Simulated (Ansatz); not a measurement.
## Zinc-blende MgS (metastable phase)

These are BLYP (Ansatz, a quantum-chemistry and plane-wave program, PAW) values and carry that method's errors.

Settings: plane-wave cutoff 520 eV, 10×10×10 k mesh, Fermi–Dirac smearing 0.01 eV, scalar-relativistic PAW data made under PBE.

Cell: relaxed at this level.

```json
{
  "equilibrium_volume_per_atom": "23.71 Å³/atom",
  "bulk modulus B0": "52.0 GPa",
  "band_gap": "3.37 eV (direct)",
  "width_of_the_whole_s_p_valence_band": "11.12 eV",
  "lattice_constant_a": "5.745 Å",
  "pressure derivative B′ of the bulk modulus": "4.1"
}
```

Measured, for comparison: band gap 4.78 ± 0.1 eV (temperature not stated, extrapolated in composition from an alloy gap of 4.19 eV, direct; extrapolated from a Zn0.2Mg0.8S0.645Se0.355 epilayer; as tabulated in Lucero et al. (2012), arXiv:1111.4515). Computed (rounded) less measured: band gap -1.41 eV.

Note: the volume lies 7 % above that of the published cell.

The result took around 40 core-seconds (rough).
